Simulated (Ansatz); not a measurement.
Nudged elastic band run: H5NSi2

The input (input.yaml):

```yaml
crystal:
  periodic: [false, false, false]
  atoms:
    - { symbol: "N", position_ang: [-1.499847, 0.921295, -1.566168] }
    - { symbol: Si, position_ang: [-0.097319, 0.834622, -0.73044] }
    - { symbol: Si, position_ang: [0.609402, -0.714313, 0.911463] }
    - { symbol: H, position_ang: [-2.1974, 0.190232, -1.357489] }
    - { symbol: H, position_ang: [0.902298, 1.908997, -1.051696] }
    - { symbol: H, position_ang: [0.910969, 0.001382, 2.202454] }
    - { symbol: H, position_ang: [1.858066, -1.422761, 0.454786] }
    - { symbol: H, position_ang: [-0.48616, -1.719454, 1.137099] }
basis:
  gaussian: { orbitals: def2-SVP }
hamiltonian:
  xc: pbe
  dispersion: d4
neb:
  order_check: false
  images: 3
  f_tol: 0.05
  max_iterations: 60
  climbing: true
  final_atoms:
    - { symbol: "N", position_ang: [-1.49182423, 1.34555075, -1.23055272] }
    - { symbol: Si, position_ang: [-0.10260242, 0.52135193, -0.97834103] }
    - { symbol: Si, position_ang: [0.6079525, -0.73765725, 0.89344368] }
    - { symbol: H, position_ang: [-2.17989013, 1.3204021, -0.46206102] }
    - { symbol: H, position_ang: [0.88267308, 0.57224317, -2.11110883] }
    - { symbol: H, position_ang: [-0.46070722, -0.68616735, 1.95026195] }
    - { symbol: H, position_ang: [1.88902716, -0.16636114, 1.44328518] }
    - { symbol: H, position_ang: [0.85538025, -2.1693622, 0.49508179] }
  initial_path:
    images:
      - { positions_ang: [[-1.499847, 0.921295, -1.566168], [-0.097319, 0.834622, -0.73044], [0.609402, -0.714313, 0.911463], [-2.1974, 0.190232, -1.357489], [0.902298, 1.908997, -1.051696], [0.910969, 0.001382, 2.202454], [1.858066, -1.422761, 0.454786], [-0.48616, -1.719454, 1.137099]] }
      - { positions_ang: [[-1.51294537, 1.02613004, -1.48046213], [-0.10118412, 0.73140537, -0.77219078], [0.62547468, -0.71425836, 0.90966933], [-2.31269659, 0.53553344, -1.18749592], [0.93928748, 1.55367094, -1.33607907], [0.56011907, -0.11015823, 2.21398163], [1.9835194, -1.12175583, 0.69409855], [-0.18156555, -1.90056738, 0.95848739]] }
      - { positions_ang: [[-1.52604373, 1.13096509, -1.39475625], [-0.10504925, 0.62818874, -0.81394156], [0.64154736, -0.71420373, 0.90787566], [-2.42799318, 0.88083488, -1.01750285], [0.97627696, 1.19834489, -1.62046214], [0.20926914, -0.22169845, 2.22550926], [2.1089728, -0.82075067, 0.9334111], [0.1230289, -2.08168075, 0.77987578]] }
      - { positions_ang: [[-1.50893398, 1.23825792, -1.31265449], [-0.10382583, 0.57477034, -0.89614129], [0.62474993, -0.72593049, 0.90065967], [-2.30394165, 1.10061849, -0.73978193], [0.92947502, 0.88529403, -1.86578549], [-0.12571904, -0.4539329, 2.0878856], [1.99899998, -0.49355591, 1.18834814], [0.48920458, -2.12552148, 0.63747879]] }
      - { positions_ang: [[-1.49182423, 1.34555075, -1.23055272], [-0.10260242, 0.52135193, -0.97834103], [0.6079525, -0.73765725, 0.89344368], [-2.17989013, 1.3204021, -0.46206102], [0.88267308, 0.57224317, -2.11110883], [-0.46070722, -0.68616735, 1.95026195], [1.88902716, -0.16636114, 1.44328518], [0.85538025, -2.1693622, 0.49508179]] }
```

Run as:

```bash
$ ansatz run input.yaml --threads 1 --pin off --max-ram 2048MiB --backend cpu --events-out ev --progress --plain --runs-dir out
```

Output, in part (warnings, iteration lines, the closing report on the highest movable image, with atoms numbered from 0):

```
NEB end point (image 0): max|allowed force component| = 4.012e-3 eV/Å (the criterion of neb.relax_end_points is 1.000e-2)
NEB end point (image 4): max|allowed force component| = 4.937e-3 eV/Å (the criterion of neb.relax_end_points is 1.000e-2)
NEB iter   1: max|band force component| = 1.927e0 eV/Å  barrier→ = 0.2881 eV  barrier← = 0.2881 eV  Δτ_max = 0.1414 Å  (130 SCF iters)
NEB iter   2: max|band force component| = 5.150e-1 eV/Å  barrier→ = 0.0406 eV  barrier← = 0.0406 eV  Δτ_max = 0.1707 Å  (81 SCF iters)
NEB iter   3: max|band force component| = 4.590e-1 eV/Å  barrier→ = 0.0845 eV  barrier← = 0.0845 eV  CI = image 3  Δτ_max = 0.1955 Å  (85 SCF iters)
NEB iter   4: max|band force component| = 7.748e-1 eV/Å  barrier→ = 0.0996 eV  barrier← = 0.0996 eV  CI = image 1  Δτ_max = 0.1012 Å  (91 SCF iters)
NEB iter   5: max|band force component| = 6.610e-1 eV/Å  barrier→ = 0.0209 eV  barrier← = 0.0210 eV  CI = image 2  Δτ_max = 0.0972 Å  (82 SCF iters)
NEB iter   6: max|band force component| = 1.263e-1 eV/Å  barrier→ = 0.0177 eV  barrier← = 0.0177 eV  CI = image 2  Δτ_max = 0.0498 Å  (82 SCF iters)
NEB iter   7: max|band force component| = 9.787e-2 eV/Å  barrier→ = 0.0144 eV  barrier← = 0.0144 eV  CI = image 2  Δτ_max = 0.0246 Å  (82 SCF iters)
NEB iter   8: max|band force component| = 4.533e-2 eV/Å  barrier→ = 0.0130 eV  barrier← = 0.0130 eV  CI = image 2  Δτ_max = 0.0000 Å  (159 SCF iters)
Total energy: -17309.22085019 eV, -636.1021336332 hartree
Atom 0 at    -1.550667     1.114529    -1.360869 Å, force    -0.028789     0.040552    -0.045301 eV/Å
Atom 1 at    -0.050326     0.679503    -0.888043 Å, force     0.035630    -0.008930     0.012504 eV/Å
Atom 2 at     0.622633    -0.718228     0.901469 Å, force    -0.000971    -0.023909     0.029774 eV/Å
Atom 3 at    -2.347491     0.746191    -0.821285 Å, force     0.000043    -0.021999     0.023881 eV/Å
Atom 4 at     1.066313     1.252871    -1.714004 Å, force    -0.007970    -0.008925     0.008799 eV/Å
Atom 5 at     0.103794    -0.155480     2.198730 Å, force     0.002463     0.005338    -0.014364 eV/Å
Atom 6 at     2.122848    -0.828129     0.972324 Å, force    -0.003955     0.005928    -0.007224 eV/Å
Atom 7 at     0.032905    -2.091257     0.711688 Å, force     0.003550     0.011945    -0.008069 eV/Å
Dipole moment:     0.199359    -0.248625     0.314177 e Å
```

The forces met the threshold. Another band between the same ends (7 images) ends at a top of the same energy, where a vibrational analysis finds 1 clearly imaginary mode. So few images can step over the top or miss a turn of the path.

Final band (atoms are numbered from 1 in the order of the input):

```tsv
image	path coordinate (Å)	energy (eV)	dihedral N1–Si2–Si3–H8 (°)
0	0.00	0.000	0
1	0.96	0.006	30
2	1.92	0.013	60
3	2.84	0.007	89
4	3.76	0.000	120
```

The run took 40 s on 1 thread of Intel(R) Xeon(R) Processor @ 2.70GHz, with other jobs on the host, peak memory 0.14 GiB.
